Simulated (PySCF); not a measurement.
Simulated absorption spectrum

Species: C₆H₈.
InChI=1S/C6H8/c1-5-3-4-6(5)2/h1-4H2

Method used: TDDFT PBE0/def2-SVPD, vertical, gas phase, core orbitals frozen in the response in PySCF. Isolated species at its GFN2-xTB geometry, gas phase.

Each state is given a Gaussian of 0.3 eV full width at half maximum, with ε(max) = 2.175×10⁸ f / Δν̃ (Δν̃ the width in cm⁻¹). The width is an assumption, not a result. The curve ends short of the highest state used, and states not computed would add to its high-energy end.

λ (nm), ε (L mol⁻¹ cm⁻¹) and a bar:
```
    189.1       2401 ###
    190.8       1219 #
    192.5        607 #
    194.2        320 
    195.8        181 
    197.5         95 
    199.2         45 
    200.9         19 
    202.6          7 
    204.2          2 
    205.9          1 
    207.6          0 
    209.3          0 
    211.0          0 
    212.6          0 
    214.3          1 
    216.0          3 
    217.7         12 
    219.4         42 
    221.0        127 
    222.7        361 
    224.4        902 #
    226.1       1997 ##
    227.8       3936 ####
    229.4       6738 ########
    231.1      10756 ############
    232.8      15504 ##################
    234.5      20265 #######################
    236.2      24118 ############################
    237.8      26172 ##############################
    239.5      26256 ##############################
    241.2      24250 ############################
    242.9      20692 ########################
    244.6      16366 ###################
    246.2      12280 ##############
    247.9       8458 ##########
    249.6       5448 ######
    251.3       3292 ####
    253.0       1870 ##
    254.6       1041 #
    256.3        529 #
    258.0        255 
    259.7        116 
    261.4         51
```

Q: Locate the maxima and give the states behind the curve.

A: 239 nm (5.19 eV), ε about 26000, made up of S1 (100%) (ε in L mol⁻¹ cm⁻¹; maxima over ε = 5, shares over 10%). At its high-energy end, 6.56 eV, the curve is still rising (ε about 2500, from S5). The states used: S1 5.19 eV (f 0.295); S2 6.39 eV (f 0.0000); S3 6.46 eV (f 0.0029); S4 6.61 eV (f 0.0000); S5 6.75 eV (f 0.080); S6 6.91 eV (f 0.015); S7 7.01 eV (f 0.0000); S8 7.16 eV (f 0.0033).

Q: What would ε be at 5.19 eV, the highest of these maxima, with half the width (0.15 eV)?

A: About 52900 L mol⁻¹ cm⁻¹ against 26500, a factor of about 2.00; a lone state at its own centre would give exactly 2.

Q: Does any computed singlet lie in the visible range?

A: No computed singlet lies in the visible range (380 to 750 nm); the lowest, at 239 nm, stands 1.93 eV above its violet end (3.26 eV); a Tamm–Dancoff triplet lies at 427 nm, without intensity as long as spin–orbit coupling is left out.

Q: On this curve, what absorbance would a 10⁻⁴ mol/L sample give at 248 nm over a 1 cm path?

A: 248 nm is 4.999 eV, where ε is about 8300 L mol⁻¹ cm⁻¹, so A = ε c l ≈ 0.83 (Beer–Lambert, with the gas-phase spectrum and the assumed width).
